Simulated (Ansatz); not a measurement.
Rock-salt NbC: Voigt–Reuss–Hill shear modulus by level of theory

No measured value is used here.

```
level (code)         value (GPa)  cell (Å³/atom)
-------------------  -----------  --------------
LDA (Ansatz)                 222           10.85
PBE (Ansatz)                   …           11.28
PBEsol (Ansatz)              215           11.01
PBE-D3(BJ) (Ansatz)          216           11.01
```

Some entries are withheld; supply them.


- PBE (Ansatz, a program for electronic structure), value (GPa): 203

PBE-D3(BJ): the dispersion coefficients are held fixed in the derivatives. Each level is taken at its own relaxed cell. Ansatz's density-functional and Hartree–Fock values are scalar-relativistic unless marked +SOC, with PAW data made under PBE.
